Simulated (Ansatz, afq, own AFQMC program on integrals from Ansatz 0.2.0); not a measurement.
# SiNF (triplet): quantum Monte Carlo beside coupled cluster at distance N2–Si3 = 1.346 Å, cc-pVDZ

Aim: compute SiNF (triplet) with auxiliary-field quantum Monte Carlo on the same integrals as coupled cluster, and set the energies side by side.

The runs use Ansatz 0.2.0, Gaussian basis, and an in-house AFQMC program (afq) on its integrals; all values are calculated; cc-pVDZ, frozen cores.

The runs, in order: PBE (unrestricted); r2SCAN (unrestricted); PBE0 (unrestricted); B3LYP (unrestricted); wB97M-V (unrestricted); B2PLYP (unrestricted); CCSD(T) on UHF; Phaseless AFQMC, CISD trial on UHF; Phaseless AFQMC, single-determinant trial on UHF; Free-projection AFQMC, CISD trial on UHF.

1 further run of the same task is left out (it didn't finish). Runs told in other sessions of the task aren't counted.

## (1) The geometry

The geometry derives from a PBE0/def2-TZVP stationary point (not a proven minimum). One bond is set to the value named and the two fragments are kept rigid.

3 atoms, charge 0, spin multiplicity 3.

Atoms are counted from 1 here; the program's logs count them from 0.

Bond lengths: F1–Si3 1.593 Å, N2–Si3 1.346 Å. Angles: F1–Si3–N2 114.3°.

## (2) PBE (unrestricted)

File in.yaml:

```yaml
crystal:
  periodic: [false, false, false]
  atoms:
    - {symbol: F, position_ang: [0.000000, 0.404845, 1.189431]}
    - {symbol: N, position_ang: [0.000000, 0.319204, -1.281601]}
    - {symbol: Si, position_ang: [0.000000, -0.433050, -0.165433]}
basis:
  gaussian: {orbitals: cc-pVDZ}
magnetization: {spin_polarized: true, initial_magnetization: 2}
hamiltonian: {xc: {name: PBE}}
output: {orbitals: {seedname: orbitals}}
```

Command:

```sh
$ ansatz run in.yaml --threads 1 --pin off --events-out ev --progress --plain --max-ram 1382MiB
```

What it wrote:

```text
Functional definition: PBE
  name "PBE"
  cite "Perdew, Burke & Ernzerhof, Phys. Rev. Lett. 77, 3865 (1996) doi:10.1103/PhysRevLett.77.3865"
  parent pbe
  parameter kappa = 0.804
  parameter beta = 0.06672455060314922
  exchange = pbe_x(kappa = kappa, mu = beta*pi^2/3)
  correlation = pbe_c(beta = beta)
572 factors; their error is unknown
mean field evaluation 1: about -12056.1112 eV, gradient 5.4e1 eV
mean field evaluation 2: about -11954.3018 eV, gradient 1.1e2 eV
mean field evaluation 4: about -12068.3217 eV, gradient 2.2e1 eV
mean field evaluation 8: about -12069.9000 eV, gradient 9.6e-2 eV
mean field evaluation 16: about -12069.8811 eV, gradient 6.1e-5 eV
mean field evaluation 32: about -12069.8809 eV, gradient 5.0e-2 eV
mean field -12069.88113976 eV, -443.5599506267 hartree, gradient 1.1e-5 eV, S^2 2.003701; 7 other end points of the search recorded, 0 dependent functions left out
reference -12069.88116405 eV, -443.5599515197 hartree; 16, 14 occupied and 30, 32 virtual orbitals, 572 factors
Total energy: -12069.88116405 eV, -443.5599515197 hartree
```

Wall time 1.3 s (1 thread of AMD EPYC 9R45 (Zen 5), shared host).

From the report: ⟨S²⟩ of the determinant 2.004 (pure triplet: 2.00).

## (3) r2SCAN (unrestricted)

in.yaml, as its differences from that of step 2:

```diff
@@ -9,3 +9,2 @@
 magnetization: {spin_polarized: true, initial_magnetization: 2}
-hamiltonian: {xc: {name: PBE}}
-output: {orbitals: {seedname: orbitals}}
+hamiltonian: {xc: {name: r2SCAN}}
```

Launched as before.

What it wrote:

```text
Functional definition: r2SCAN
  name "r2SCAN"
  cite "Furness, Kaplan, Ning, Perdew & Sun, J. Phys. Chem. Lett. 11, 8208 (2020) doi:10.1021/acs.jpclett.0c02405"
  cite "Furness, Kaplan, Ning, Perdew & Sun, J. Phys. Chem. Lett. 11, 9248 (2020) doi:10.1021/acs.jpclett.0c03077"
  parent r2scan
  parameter k0 = 0.174
  parameter k1 = 0.065
  parameter a1 = 4.9479
  exchange = r2scan_x(k0 = k0, k1 = k1, a1 = a1)
  correlation = r2scan_c
572 factors; their error is unknown
mean field evaluation 1: about -12065.3718 eV, gradient 4.6e1 eV
mean field evaluation 2: about -11999.3398 eV, gradient 9.8e1 eV
mean field evaluation 4: about -12074.9071 eV, gradient 1.6e1 eV
mean field evaluation 8: about -12075.6967 eV, gradient 9.3e-2 eV
mean field evaluation 16: about -12075.6803 eV, gradient 5.9e-4 eV
mean field -12075.68025922 eV, -443.7730643364 hartree, gradient 4.8e-5 eV, S^2 2.007881; 3 other end points of the search recorded, 0 dependent functions left out
reference -12075.68026715 eV, -443.7730646277 hartree; 16, 14 occupied and 30, 32 virtual orbitals, 572 factors
Total energy: -12075.68026715 eV, -443.7730646277 hartree
```

Run time: 1.4 s. Hardware: 1 thread of AMD EPYC 9R45 (Zen 5), shared host.

From the report: ⟨S²⟩ of the determinant 2.008 (pure triplet: 2.00).

## (4) PBE0 (unrestricted)

in.yaml, as its differences from that of step 3:

```diff
@@ -9,2 +9,3 @@
 magnetization: {spin_polarized: true, initial_magnetization: 2}
-hamiltonian: {xc: {name: r2SCAN}}
+hamiltonian: {xc: {name: PBE0}}
+output: {orbitals: {seedname: orbitals}}
```

Same command.

What it wrote (excerpt; [...] marks lines left out):

```text
Functional definition: PBE0
  name "PBE0"
  cite "Adamo & Barone, J. Chem. Phys. 110, 6158 (1999) doi:10.1063/1.478522"
  cite "Perdew, Burke & Ernzerhof, Phys. Rev. Lett. 77, 3865 (1996) doi:10.1103/PhysRevLett.77.3865"
  parent pbe
[...]
450 factors; integrals over basis functions are off by at most 6.0e-4 eV
[...]
mean field -12070.56225741 eV, -443.5849812387 hartree, gradient 8.0e-6 eV, S^2 2.006337; 3 other end points of the search recorded, 0 dependent functions left out
reference -12070.56227555 eV, -443.5849819055 hartree; 16, 14 occupied and 30, 32 virtual orbitals, 450 factors
Total energy: -12070.56227555 eV, -443.5849819055 hartree
```

Run time: 1 s. Hardware: 1 thread of AMD EPYC 9R45 (Zen 5), shared host.

From the report: ⟨S²⟩ of the determinant 2.006 (pure triplet: 2.00).

## (5) B3LYP (unrestricted)

in.yaml, as its differences from that of step 4:

```diff
@@ -9,3 +9,2 @@
 magnetization: {spin_polarized: true, initial_magnetization: 2}
-hamiltonian: {xc: {name: PBE0}}
-output: {orbitals: {seedname: orbitals}}
+hamiltonian: {xc: {name: B3LYP}}
```

Launched as before.

What it wrote (excerpt; [...] marks lines left out):

```text
Functional definition: B3LYP
  name "B3LYP"
  cite "Stephens, Devlin, Chabalowski & Frisch, J. Phys. Chem. 98, 11623 (1994) doi:10.1021/j100096a001"
  cite "Becke, Phys. Rev. A 38, 3098 (1988) doi:10.1103/PhysRevA.38.3098"
  cite "Lee, Yang & Parr, Phys. Rev. B 37, 785 (1988) doi:10.1103/PhysRevB.37.785"
  cite "Vosko, Wilk & Nusair, Can. J. Phys. 58, 1200 (1980) doi:10.1139/p80-159"
[...]
450 factors; integrals over basis functions are off by at most 6.0e-4 eV
[...]
mean field -12078.63575086 eV, -443.8816766506 hartree, gradient 1.0e-5 eV, S^2 2.005674; 3 other end points of the search recorded, 0 dependent functions left out
reference -12078.63591587 eV, -443.8816827147 hartree; 16, 14 occupied and 30, 32 virtual orbitals, 450 factors
Total energy: -12078.63591587 eV, -443.8816827147 hartree
```

Wall time 0.93 s (1 thread of AMD EPYC 9R45 (Zen 5), shared host).

From the report: ⟨S²⟩ of the determinant 2.006 (pure triplet: 2.00).

## (6) wB97M-V (unrestricted)

in.yaml, as its differences from that of step 5:

```diff
@@ -9,2 +9,3 @@
 magnetization: {spin_polarized: true, initial_magnetization: 2}
-hamiltonian: {xc: {name: B3LYP}}
+hamiltonian: {xc: {name: wB97M-V}}
+output: {orbitals: {seedname: orbitals}}
```

Launched as before.

What it wrote (excerpt; [...] marks lines left out):

```text
Functional definition: wB97M-V
  name "wB97M-V"
  cite "Mardirossian & Head-Gordon, J. Chem. Phys. 144, 214110 (2016) doi:10.1063/1.4952647"
  cite "Becke, J. Chem. Phys. 107, 8554 (1997) doi:10.1063/1.475007"
  cite "Vydrov & Van Voorhis, J. Chem. Phys. 133, 244103 (2010) doi:10.1063/1.3521275"
  # Of w^i u^j: cxij and so on, Table III.
[...]
  gx(w, u) = 1 - cx + cx01*u + cx10*w
  gss(w, u) = css00 + css04*u^4 + css10*w + css20*w^2 + css43*w^4*u^3
  gos(w, u) = cos00 + cos10*w + (cos20 + cos21*u)*w^2 + (cos60 + cos61*u)*w^6
[...]
      + integral(e_c_pw_mod_opposite_spin*gos(b97_w_opposite, b97_u_opposite)) + vv10(b, c)
450 factors; integrals over basis functions are off by at most 6.0e-4 eV
115 factors; integrals over basis functions are off by at most 6.3e-6 eV
[...]
mean field -12076.65896265 eV, -443.8090310240 hartree, gradient 2.3e-5 eV, S^2 2.005828; 3 other end points of the search recorded, 0 dependent functions left out
reference -12076.65899052 eV, -443.8090320480 hartree; 16, 14 occupied and 30, 32 virtual orbitals, 450 factors
Total energy: -12076.65899052 eV, -443.8090320480 hartree
```

It took 3.6 s on 1 thread of AMD EPYC 9R45 (Zen 5), shared host.

From the report: ⟨S²⟩ of the determinant 2.006 (pure triplet: 2.00).

## (7) B2PLYP (unrestricted)

in.yaml, as its differences from that of step 6:

```diff
@@ -9,3 +9,3 @@
 magnetization: {spin_polarized: true, initial_magnetization: 2}
-hamiltonian: {xc: {name: wB97M-V}}
-output: {orbitals: {seedname: orbitals}}
+hamiltonian: {xc: {name: B2PLYP}}
+correlation: {electrons: outside_noble_gas}
```

Launched as before.

What it wrote (excerpt; [...] marks lines left out):

```text
Functional definition: B2PLYP
  name "B2PLYP"
  cite "Grimme, J. Chem. Phys. 124, 034108 (2006) doi:10.1063/1.2148954"
  cite "Becke, Phys. Rev. A 38, 3098 (1988) doi:10.1103/PhysRevA.38.3098"
  cite "Lee, Yang & Parr, Phys. Rev. B 37, 785 (1988) doi:10.1103/PhysRevB.37.785"
[...]
450 factors; integrals over basis functions are off by at most 6.0e-4 eV
[...]
mean field -12068.04376889 eV, -443.4924284929 hartree, gradient 6.1e-6 eV, S^2 2.010875; 4 other end points of the search recorded, 0 dependent functions left out
7 core orbitals not correlated: weight in the atoms' cores, before any rotation towards them, 1.000 or more for the frozen orbitals, at most 0.000 for the correlated occupied ones
reference -12068.04387328 eV, -443.4924323289 hartree; 9, 7 occupied and 30, 32 virtual orbitals, 450 factors
second order -12.76761029 eV of doubles, -0.00000000 eV of singles
Total energy: -12071.49112806 eV, -443.6191166055 hartree
```

Wall time 1.4 s (1 thread of AMD EPYC 9R45 (Zen 5), shared host).

From the report: ⟨S²⟩ of the determinant 2.011 (pure triplet: 2.00).

## (8) CCSD(T) on UHF

in.yaml, as its differences from that of step 7:

```diff
@@ -9,3 +9,2 @@
 magnetization: {spin_polarized: true, initial_magnetization: 2}
-hamiltonian: {xc: {name: B2PLYP}}
-correlation: {electrons: outside_noble_gas}
+correlation: {method: ccsd_t, electrons: outside_noble_gas, hamiltonian_folder: ham}
```

The command is unchanged.

What it wrote (excerpt; [...] marks lines left out):

```text
Functional definition: HF
  name "HF"
  cite "Fock, Z. Phys. 61, 126 (1930) doi:10.1007/BF01340294"
  parent pbe
[...]
450 factors; integrals over basis functions are off by at most 6.0e-4 eV
[...]
mean field -12044.58036674 eV, -442.6301643677 hartree, gradient 5.1e-6 eV, S^2 2.018677; 11 other end points of the search recorded, 0 dependent functions left out
determinant -12044.58036674 eV, -442.6301643677 hartree, with singles and doubles -12055.40162627 eV, -443.0278383207 hartree
determinant -12043.90708967 eV, -442.6054218920 hartree, with singles and doubles -12054.64706100 eV, -443.0001085586 hartree
determinant -12043.69459405 eV, -442.5976128218 hartree, with singles and doubles -12054.33267157 eV, -442.9885549602 hartree
determinant -12042.10410977 eV, -442.5391636027 hartree, with singles and doubles -12052.52432174 eV, -442.9220993294 hartree
7 core orbitals not correlated: weight in the atoms' cores, before any rotation towards them, 1.000 or more for the frozen orbitals, at most 0.000 for the correlated occupied ones
reference -12044.58036674 eV, -442.6301643677 hartree; 9, 7 occupied and 30, 32 virtual orbitals, 450 factors
second order -10.27493061 eV of doubles, -0.00000000 eV of singles
cycle   1  -10.82452661 eV  change   -3.3e-3 eV  update   2.6e-3
[...]
cycle   9  -10.82720060 eV  change    7.3e-6 eV  update   1.5e-5
perturbative correction -0.29276432 eV, -0.0107588904 hartree
Total energy: -12055.70033166 eV, -443.0388155412 hartree
```

Wall time 2.9 s (1 thread of AMD EPYC 9R45 (Zen 5), shared host).

From the report: ⟨S²⟩ of the determinant 2.019 (pure triplet: 2.00); correlation -11.1200 eV; T1 0.026; largest double amplitude 0.06.

This run also writes the integrals to the folder ham.

## (9) Phaseless AFQMC, CISD trial on UHF

It reads the integrals that the CCSD(T) run on this determinant wrote.

Command:

```sh
$ afq ham --method phaseless --trial cisd --walkers 60 --populations 1 --least-time 40 --time-step 0.005 --steps-per-block 50 --equilibration-blocks 28 --max-blocks 300 --target-error 0.00048 --factor-cut 1e-05 --start spin_pure --seed 1376 --release-times 0.24,0.51,0.99,1.62,2.4 --release-step 0.03 --release-every 4 --taylor-order 6
```

What it wrote:

```text
orbitals 39  electrons 9 7  factors 296 of 450
reference energy -442.63016437 Eh
CCSD correlation -0.39789268 Eh in 18 cycles, weight of the determinant in the CISD state 0.8634
energy of the start -443.027057 Eh
 block  time / (1/Eh)  mean weight  energy / Eh
     1     0.250  0.9971  -443.022580
     2     0.500  1.0023  -443.026085
     3     0.750  1.0010  -443.028846
     4     1.000  0.9990  -443.030102
     5     1.250  1.0007  -443.027382
     6     1.500  1.0026  -443.033085
     7     1.750  0.9994  -443.028440
     8     2.000  0.9983  -443.034272
     9     2.250  1.0044  -443.041509
    10     2.500  1.0020  -443.038035
    17     4.250  0.9994  -443.039225
    25     6.250  1.0025  -443.034278
    33     8.250  0.9994  -443.041720
    41    10.250  0.9973  -443.031626
    49    12.250  1.0010  -443.038676
    57    14.250  0.9998  -443.043918
    65    16.250  1.0030  -443.048791
    73    18.250  0.9961  -443.056976
    81    20.250  0.9980  -443.033451
    89    22.250  1.0023  -443.042729
    97    24.250  0.9990  -443.056268
   105    26.250  1.0011  -443.024943
   113    28.250  0.9981  -443.025217
   121    30.250  1.0006  -443.028916
   129    32.250  0.9990  -443.036674
   137    34.250  0.9953  -443.041607
   145    36.250  1.0011  -443.039398
   153    38.250  0.9990  -443.037256
   161    40.250  0.9970  -443.054985
   169    42.250  1.0012  -443.035384
   177    44.250  0.9972  -443.025805
   185    46.250  0.9987  -443.031155
   193    48.250  1.0018  -443.030736
   201    50.250  0.9970  -443.025813
   209    52.250  0.9988  -443.033288
   217    54.250  1.0036  -443.029484
   225    56.250  0.9977  -443.026540
   233    58.250  0.9980  -443.026649
   241    60.250  0.9961  -443.038873
   249    62.250  1.0023  -443.039614
   257    64.250  0.9990  -443.033815
   265    66.250  0.9997  -443.044940
   273    68.250  0.9991  -443.045863
   281    70.250  1.0011  -443.032924
   289    72.250  1.0037  -443.042582
   297    74.250  0.9957  -443.031321
   305    76.250  1.0006  -443.034302
   313    78.250  0.9976  -443.042327
   321    80.250  1.0016  -443.035141
blocks merged  error / Eh  count
     1  0.000507  300
     2  0.000620  150
     4  0.000742  75
     8  0.000885  37
    16  0.001094  18
    32  0.001245  9
released: time / (1/Eh)  energy / Eh  error  mean overlap
  0.24  -443.039820  0.000820  0.9975
  0.51  -443.040358  0.000976  1.0009
  0.99  -443.040569  0.000952  1.0116
  1.62  -443.043334  0.001203  0.9962
  2.40  -443.040386  0.002916  1.0251
energy -443.038404 +/- 0.001094 Eh
```

Wall time 8.3 min (1 thread of AMD EPYC 9R45 (Zen 5), shared host).

Energy -12055.6891 ± 0.0298 eV. Caveats: constraint bias not in the error; error above the target.

## (10) Phaseless AFQMC, single-determinant trial on UHF

It reads the integrals that the CCSD(T) run on this determinant wrote.

Command:

```sh
$ afq ham --method phaseless --trial hf --walkers 120 --populations 1 --least-time 40 --time-step 0.005 --steps-per-block 20 --equilibration-blocks 112 --max-blocks 600 --target-error 0.00144 --factor-cut 1e-05 --start spin_pure --seed 5496 --taylor-order 6
```

What it wrote:

```text
orbitals 39  electrons 9 7  factors 296 of 450
reference energy -442.63016437 Eh
CCSD correlation -0.39789268 Eh in 18 cycles, weight of the determinant in the CISD state 0.8634
energy of the start -442.630622 Eh
 block  time / (1/Eh)  mean weight  energy / Eh
     1     0.100  1.0035  -442.759665
     2     0.200  1.0025  -442.850648
     3     0.300  1.0047  -442.906616
     4     0.400  1.0016  -442.919261
     5     0.500  1.0014  -442.954576
     6     0.600  1.0016  -442.969888
     7     0.700  0.9989  -442.976795
     8     0.800  1.0016  -443.003513
     9     0.900  1.0010  -443.009953
    10     1.000  0.9991  -442.971671
    18     1.800  1.0017  -443.032874
    35     3.500  0.9980  -442.997686
    52     5.200  1.0003  -443.032916
    69     6.900  0.9978  -442.995139
    86     8.600  1.0033  -442.996885
   103    10.300  0.9998  -442.987899
   120    12.000  0.9967  -443.026322
   137    13.700  1.0015  -443.058627
   154    15.400  0.9947  -443.013363
   171    17.100  1.0007  -443.010761
   188    18.800  0.9997  -443.067376
   205    20.500  1.0007  -443.066702
   222    22.200  0.9989  -443.038940
   239    23.900  0.9983  -442.991566
   256    25.600  1.0017  -443.017876
   273    27.300  1.0018  -443.035055
   290    29.000  1.0014  -443.064547
   307    30.700  0.9997  -442.974903
   324    32.400  0.9973  -443.031352
   341    34.100  1.0001  -442.962686
   358    35.800  0.9995  -442.967981
   375    37.500  1.0023  -443.009002
   392    39.200  0.9968  -443.035195
   409    40.900  0.9993  -443.048564
   426    42.600  1.0040  -443.013711
   443    44.300  1.0003  -443.069329
   460    46.000  0.9995  -443.106596
   477    47.700  0.9970  -442.992771
   494    49.400  0.9959  -443.044770
   511    51.100  0.9989  -443.040138
   528    52.800  1.0009  -443.018507
   545    54.500  1.0003  -443.056917
   562    56.200  0.9970  -443.035871
   579    57.900  0.9965  -443.072710
   596    59.600  0.9962  -443.047862
   613    61.300  1.0059  -443.031296
   630    63.000  0.9888  -443.018864
   647    64.700  0.9970  -443.054115
   664    66.400  1.0024  -443.091701
   681    68.100  0.9993  -443.052912
   698    69.800  1.0000  -443.058947
blocks merged  error / Eh  count
     1  0.001340  600
     2  0.001732  300
     4  0.002212  150
     8  0.002620  75
    16  0.002882  37
    32  0.002888  18
    64  0.002991  9
energy -443.037410 +/- 0.002888 Eh
```

Run time: 4.1 min. Hardware: 1 thread of AMD EPYC 9R45 (Zen 5), shared host.

Energy -12055.6621 ± 0.0786 eV. Caveats: constraint bias not in the error; error above the target.

## (11) Free-projection AFQMC, CISD trial on UHF

It reads the integrals that the CCSD(T) run on this determinant wrote.

Command:

```sh
$ afq ham --method free --trial cisd --walkers 60 --time-step 0.03 --max-blocks 80 --target-error 0.00048 --factor-cut 1e-05 --seed 1917 --times 0,0.21,0.42,0.81,1.2,1.8,2.4,3 --taylor-order 8
```

What it wrote:

```text
orbitals 39  electrons 9 7  factors 296 of 450
reference energy -442.63016437 Eh
CCSD correlation -0.39789268 Eh in 18 cycles, weight of the determinant in the CISD state 0.8634
repeat  energy at the last time / Eh  error
    10  -443.043820  0.004120
    20  -443.040993  0.002199
    30  -443.043233  0.001916
    40  -443.042708  0.001548
    50  -443.042825  0.001489
    60  -443.043849  0.001620
    70  -443.043588  0.001419
    80  -443.041893  0.001365
time / (1/Eh)  energy / Eh  error  mean overlap
  0.00  -443.028176  0.000423  1.1582
  0.21  -443.034513  0.000480  1.1570
  0.42  -443.037374  0.000595  1.1513
  0.81  -443.038606  0.000603  1.1566
  1.20  -443.038672  0.000646  1.1566
  1.80  -443.041063  0.000865  1.1543
  2.40  -443.038027  0.001013  1.1938
  3.00  -443.041893  0.001365  1.1809
energy -443.041893 +/- 0.001365 Eh
```

Run time: 5.2 min. Hardware: 1 thread of AMD EPYC 9R45 (Zen 5), shared host.

Energy -12055.7841 ± 0.0371 eV. Caveats: remainder of the start not in the error; error above the target.

## (12) AFQMC on the ladder

On the UHF determinant, counted from CCSD(T) (a yardstick, not exact):

| level | energy (eV) | from CCSD(T) (kJ/mol) | statistical error (kJ/mol) | time |
| --- | --- | --- | --- | --- |
| HF | -12044.5804 | +1072.9 |  |  |
| MP2 | -12054.8553 | +81.5 |  |  |
| CCSD | -12055.4076 | +28.2 |  |  |
| CCSD(T) | -12055.7003 | 0.0 |  |  |
| Phaseless AFQMC, CISD trial, step 0.005, 60 walkers | -12055.6891 | +1.1 | 2.9 | 8.3 min |
| Phaseless AFQMC, single-determinant trial, step 0.005, 120 walkers | -12055.6621 | +3.7 | 7.6 | 4.1 min |
| Free-projection AFQMC, CISD trial, step 0.03, 60 walkers | -12055.7841 | -8.1 | 3.6 | 5.2 min |

The functionals' totals stand on their own zeros and serve differences with other points: PBE -12069.881 eV; r2SCAN -12075.680 eV; PBE0 -12070.562 eV; B3LYP -12078.636 eV; wB97M-V -12076.659 eV; B2PLYP -12071.491 eV.

## (13) Outcome

```
                                                     quantity              value
              Phaseless AFQMC, CISD trial on UHF from CCSD(T)  +1.1 ± 2.9 kJ/mol
Phaseless AFQMC, single-determinant trial on UHF from CCSD(T)  +3.7 ± 7.6 kJ/mol
        Free-projection AFQMC, CISD trial on UHF from CCSD(T)  -8.1 ± 3.6 kJ/mol
```

**Reading.** On UHF the phaseless walk with the CISD trial lies +1.1 kJ/mol from CCSD(T), within three error bars. Free projection has no constraint; at the last time it gives -8.1 ± 3.6 kJ/mol, and from a start that isn't spin pure other spins can mix in. Error bars are statistical and leave out the constraint, the time step and what remains of the start.
